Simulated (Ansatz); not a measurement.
The same path of C₃H₆S (10 atoms, charge 0, multiplicity 1) was run twice with different band settings. The coordinate that changes most is the dihedral H7–C1–C2–S4.

Level of theory: RKS B3LYP-D4/def2-SVP in Ansatz 0.2.0.

Relaxed end points:

```xyz
10
Properties=species:S:1:pos:R:3
C -1.050 0.533 -0.456
C -0.079 -0.538 -0.021
C 1.190 -0.182 0.657
S 1.424 -0.823 -1.041
H -1.686 0.181 -1.284
H -1.713 0.813 0.382
H -0.515 1.433 -0.797
H -0.547 -1.473 0.308
H 1.560 -0.827 1.461
H 1.417 0.882 0.791
```

```xyz
10
Properties=species:S:1:pos:R:3
C -1.062 0.545 -0.414
C -0.135 -0.505 0.150
C 1.273 -0.178 0.476
S 1.097 -1.283 -0.972
H -0.519 1.225 -1.088
H -1.884 0.085 -0.982
H -1.507 1.141 0.403
H -0.620 -1.234 0.812
H 1.729 -0.630 1.363
H 1.628 0.835 0.252
```

Common settings: movable images 7; climbing image yes; spring 5.0 eV/Å²; optimiser quadratic models (default); start path through a guess of the saddle point; end points relaxed.

| run | force threshold | iteration limit |
| --- | --- | --- |
| 1 | 0.03 eV/Å | 51 |
| 2 | 0.5 eV/Å | 60 |

**Question.** What does each run give, and how far can it be trusted?

**Answer.** Run 1: converged after 5 iterations, highest image 0.142 eV above the first end. A vibrational analysis at the climbing image gives one clearly imaginary mode, 240i cm⁻¹: a first-order saddle point.
Run 2: converged after 3 iterations, highest image 0.143 eV above the first end. The threshold of 0.5 eV/Å is loose, so the images may lie well off the minimum-energy path. Another band between the same ends (7 images) ends at a top of the same energy, where a vibrational analysis finds 1 clearly imaginary mode.
